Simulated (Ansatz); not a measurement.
Frontier orbitals of C$_{5}$H$_{6}$, SMILES `C#CC1CC1`.

Charge 0, multiplicity 1. Geometry: relaxed with PBE0-D4/def2-TZVP. Basis def2-TZVPP, Ansatz.

Orbital energies of one run (eV). Highest occupied ones, from the top: -6.03, -6.45, -8.00, -8.41, -9.07, -9.71, -11.94, -12.42, -13.19, -14.99, -15.72, -18.37, -21.95, -268.55. Empty: -0.07, 0.15, 1.07, 1.17, 1.63, 1.64.

Task: Which functional gave them?
A. r2SCAN0
B. PBE
C. LC-ωPBE
D. ωB97M-V

Result: B. HOMO energies: PBE -6.03, ωB97M-V -9.40, LC-ωPBE -9.91, r2SCAN0 -7.32 eV.

LC-ωPBE has ω = 0.4 bohr⁻¹.
